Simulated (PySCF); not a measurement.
Compound: pentanenitrile, C5H9N.
Bonds: C1–C2, C2–C3, C3–C4, C4–C5, C5–N6 (triple). Hydrogens: H7, H8, H9 on C1; H10, H11 on C2; H12, H13 on C3; H14, H15 on C4.

Computed with PySCF at wB97X-D/pcSseg-2, non-relativistic, on one gas-phase PBE0-D3(BJ)/def2-TZVP geometry that isn't relaxed in the solvent. The solvent is an IEF-PCM continuum (Bondi radii, 1.10 Å for H, scaled by 1.2). Only the electrostatic response of the medium enters.

Gas phase at wB97X-D/pcSseg-2: HOMO -11.07 eV, LUMO 1.92 eV, dipole 4.12 D.

**Question.** What does the continuum do to the energy, the frontier levels and the dipole at wB97X-D/pcSseg-2 in chloroform?

**Answer.** 
```csv
solvent,ε,E(solvent) − E(gas) (kJ/mol),polarisation term (kJ/mol),distortion of the solute (kJ/mol),HOMO (eV),LUMO (eV),dipole (D)
chloroform,4.711,-20.33,-23.94,3.61,-11.02,2.20,5.01
```

The first energy column is the sum of the next two and covers electrostatics alone.

**Question.** Which radius a makes the point-dipole formula ΔE = −[(ε − 1)/(2ε + 1)]·μ²/a³ give the value in chloroform, with the gas-phase dipole?

**Answer.** μ = 1.622 au and |ΔE| = 0.00774 Eh give a = 2.62 Å; the farthest nucleus lies 3.30 Å from the centroid of the nuclei, so such a sphere wouldn't even hold the nuclei. The formula assumes a rigid point dipole at the centre of a sphere.

Conformer computed: `[CH3:1][CH2:2][CH2:3][CH2:4][C:5]#[N:6]`: C1–C2–C3–C4 180°, C2–C3–C4–C5 63°.

wB97X-D is run here without its empirical dispersion term; that term would change no orbital, density or response property at a fixed geometry.
